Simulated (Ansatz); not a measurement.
in.yaml

```yaml
crystal:
  periodic: [false, false, false]
  atoms:
    - {symbol: N, position_ang: [-1.256066, 0.013798, -0.027687]}
    - {symbol: H, position_ang: [-1.553346, 0.981632, -0.027687]}
    - {symbol: H, position_ang: [-1.553345, -0.388500, 0.852572]}
    - {symbol: H, position_ang: [0.227934, 0.013798, -0.027687]}
    - {symbol: N, position_ang: [1.346934, 0.013798, -0.027687]}
    - {symbol: H, position_ang: [1.616016, -0.990428, -0.027687]}
basis:
  gaussian: {orbitals: cc-pVDZ}
magnetization: {spin_polarized: false, initial_magnetization: 2}
hamiltonian: {pseudopotentials: {relativity: none}}
correlation: {method: ccsd_t, electrons: valence}
symmetry: c1
```

```sh
$ ansatz run in.yaml --threads 1 --pin off --events-out ev --progress --plain --max-ram 2393MiB
```

**Question.** One thing in this input was set wrong on purpose, beside settings that are merely unusual. What is the gravest fault, and what does the program do?

**Answer.** Unknown input key. How the run ends: refused.
```
Error: YAML parse error: error: line 15 column 1: unknown field `symmetry`, expected one of crystal, accuracy, basis, kpoints, hamiltonian, magnetization, projection, total_charge, correlation, batch, efield, external_charges, scf, relax, neb, saddle, md, ramp, phonons, dielectric, real_time, elastic, magnetic_configurations, gw, evaluate, workflow, output, checkpoint, execution
  --> <input>:15:1
   |
13 | hamiltonian: {pseudopotentials: {relativity: none}}
14 | correlation: {method: ccsd_t, electrons: valence}
15 | symmetry: c1
   | ^ unknown field `symmetry`, expected one of crystal, accuracy, basis, kpoints, hamiltonian, magnetization, projection, total_charge, correlation, batch, efield, external_charges, scf, relax, neb, saddle, md, ramp, phonons, dielectric, real_time, elastic, magnetic_configurations, gw, evaluate, workflow, output, checkpoint, execution
```
